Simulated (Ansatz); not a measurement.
C4H3FO, SMILES O=CC#CCF, a geometry optimisation

Program: Ansatz 0.2.0 through its Python package.

Script `run_opt.py`:
```python
import itertools
import logging
import sys
import warnings

import ansatz
from ase.data import atomic_numbers, covalent_radii
import numpy as np
from rdkit import Chem
from rdkit.Chem import AllChem

logging.basicConfig(stream=sys.stdout, format="%(levelname)s:%(name)s:%(message)s")
logger = logging.getLogger("c4h3fo")
logger.setLevel(logging.INFO)

warnings.simplefilter("ignore", ansatz.DeckWarning)

rd = Chem.AddHs(Chem.MolFromSmiles("O=CC#CCF"))
AllChem.EmbedMolecule(rd, randomSeed=905)
AllChem.UFFOptimizeMolecule(rd)
system = ansatz.Crystal.molecule()
for atom, xyz in zip(rd.GetAtoms(), rd.GetConformer().GetPositions()):
    system = system.atom(atom.GetSymbol(), xyz.round(5).tolist())

calc = system.calculation().basis(gaussian="6-31G*").functional("r2scan")
symbols = [site.symbol for site in system.cartesian_sites]
start = np.array([site.position_ang for site in system.cartesian_sites], dtype=float)
def progress(event):
    if event["event"] == "relax_step":
        row = event["data"]
        logger.info(f"step {row['step']:3d}  E = {row['lagrangian_ev']:.6f} eV  largest force component {row['allowed_force_max_ev_ang']:.4f} eV/A")


rep = calc.relax(force_tolerance=0.005).session().plan().execute(on_event=progress).report
end = np.array(rep["positions_ang"])

logger.info("reference energy %16.6f eV" % rep["reference_energy_ev"])
logger.info("total energy     %16.6f eV" % rep["free_energy_ev"])
print("occupied orbitals outside the frozen core (up, down):", rep["n_occupied"], " frozen:", rep["n_frozen"], " virtual:", rep["n_virtual"])

radius = [covalent_radii[atomic_numbers[s]] for s in symbols]
span = lambda where, i, j: np.linalg.norm(where[i] - where[j])
bonded = [(i, j) for i, j in itertools.combinations(range(len(symbols)), 2) if min(span(start, i, j), span(end, i, j)) < 1.2 * (radius[i] + radius[j])]
logger.info("pair        before    after (A)")
for i, j in bonded:
    print(f"{symbols[i]}{i}-{symbols[j]}{j}".ljust(10), f"{span(start, i, j):8.4f} {span(end, i, j):8.4f}")
for first, second in list(itertools.combinations(bonded, 2)):
    shared = set(first) & set(second)
    if shared and symbols[(j := shared.pop())] != "H":
        i, k = sorted((set(first) | set(second)) - {j})
        u, v = end[i] - end[j], end[k] - end[j]
        angle = np.degrees(np.arccos(np.clip(u @ v / np.linalg.norm(u) / np.linalg.norm(v), -1, 1)))
        logger.info(f"final angle {symbols[i]}{i}-{symbols[j]}{j}-{symbols[k]}{k}: {angle:.2f} deg")

charges = rep["charge_distribution"]
print("dipole moment", round(4.803205 * float(np.linalg.norm(charges["dipole_moment_e_ang"])), 3), "D")
print("Mulliken:", [(s, round(q, 3)) for s, q in zip(symbols, charges["mulliken_charges_e"])])
with open("c4h3fo_opt.xyz", "w") as handle:
    handle.write(f"{len(symbols)}\nrelaxed C4H3FO\n")
    handle.writelines(f"{s:2s} {x:11.6f} {y:11.6f} {z:11.6f}\n" for s, (x, y, z) in zip(symbols, end))
```

```console
$ python run_opt.py
INFO:c4h3fo:step   1  E = -8952.804894 eV  largest force component 3.1266 eV/A
INFO:c4h3fo:step   2  E = -8952.881244 eV  largest force component 1.2275 eV/A
INFO:c4h3fo:step   3  E = -8952.848718 eV  largest force component 1.7239 eV/A
INFO:c4h3fo:step   4  E = -8952.911197 eV  largest force component 0.4552 eV/A
INFO:c4h3fo:step   5  E = -8952.923260 eV  largest force component 0.1869 eV/A
INFO:c4h3fo:step   6  E = -8952.936438 eV  largest force component 0.0591 eV/A
INFO:c4h3fo:step   7  E = -8952.939197 eV  largest force component 0.2485 eV/A
INFO:c4h3fo:step   8  E = -8952.886759 eV  largest force component 1.8808 eV/A
INFO:c4h3fo:step   9  E = -8952.944280 eV  largest force component 0.0242 eV/A
INFO:c4h3fo:step  10  E = -8952.934472 eV  largest force component 0.5545 eV/A
INFO:c4h3fo:step  11  E = -8952.945075 eV  largest force component 0.0567 eV/A
INFO:c4h3fo:step  12  E = -8952.945961 eV  largest force component 0.0152 eV/A
INFO:c4h3fo:step  13  E = -8952.942303 eV  largest force component 0.5199 eV/A
INFO:c4h3fo:step  14  E = -8952.946092 eV  largest force component 0.0065 eV/A
INFO:c4h3fo:step  15  E = -8952.945988 eV  largest force component 0.0769 eV/A
INFO:c4h3fo:step  16  E = -8952.946037 eV  largest force component 0.0613 eV/A
INFO:c4h3fo:step  17  E = -8952.946152 eV  largest force component 0.0045 eV/A
INFO:c4h3fo:step  18  E = -8952.946201 eV  largest force component 0.0265 eV/A
INFO:c4h3fo:step  19  E = -8952.945801 eV  largest force component 0.0911 eV/A
INFO:c4h3fo:step  20  E = -8952.946213 eV  largest force component 0.0014 eV/A
INFO:c4h3fo:reference energy     -8952.946219 eV
INFO:c4h3fo:total energy         -8952.946219 eV
occupied orbitals outside the frozen core (up, down): [22, 22]  frozen: 0  virtual: [74, 74]
INFO:c4h3fo:pair        before    after (A)
O0-C1        1.2580   1.2180
C1-C2        1.4350   1.4404
C1-H6        1.0814   1.1117
C2-C3        1.2056   1.2182
C3-C4        1.4631   1.4527
C4-F5        1.3816   1.3865
C4-H7        1.1094   1.0997
C4-H8        1.1095   1.0996
INFO:c4h3fo:final angle O0-C1-C2: 123.90 deg
INFO:c4h3fo:final angle O0-C1-H6: 121.79 deg
INFO:c4h3fo:final angle C2-C1-H6: 114.31 deg
INFO:c4h3fo:final angle C1-C2-C3: 177.99 deg
INFO:c4h3fo:final angle C2-C3-C4: 178.86 deg
INFO:c4h3fo:final angle C3-C4-F5: 111.66 deg
INFO:c4h3fo:final angle C3-C4-H7: 109.92 deg
INFO:c4h3fo:final angle C3-C4-H8: 109.93 deg
INFO:c4h3fo:final angle F5-C4-H7: 108.56 deg
INFO:c4h3fo:final angle F5-C4-H8: 108.56 deg
INFO:c4h3fo:final angle H7-C4-H8: 108.13 deg
dipole moment 3.942 D
Mulliken: [('O', -0.364), ('C', 0.096), ('C', 0.054), ('C', 0.057), ('C', -0.104), ('F', -0.292), ('H', 0.151), ('H', 0.201), ('H', 0.201)]
```

File `c4h3fo_opt.xyz` afterwards:
```text
9
relaxed C4H3FO
O     2.794378    0.705503   -1.314089
C     2.197003   -0.161417   -0.701527
C     0.818614   -0.054714   -0.297285
C    -0.344156   -0.003391    0.062208
C    -1.733024    0.084119    0.478856
F    -2.307164    1.286860    0.096691
H     2.687793   -1.114537   -0.407158
H    -2.310903   -0.737435    0.031267
H    -1.802531   -0.004987    1.572668
```

Reading the output:
- The settings weren't tested for convergence.
- The end point is the stationary point reached from this start; no frequency run checks that it is a minimum, and the basis set is modest.
- Wall time of the script: 110 s on 1 thread of Arm Neoverse V1 (shared host), peak memory 0.31 GiB.
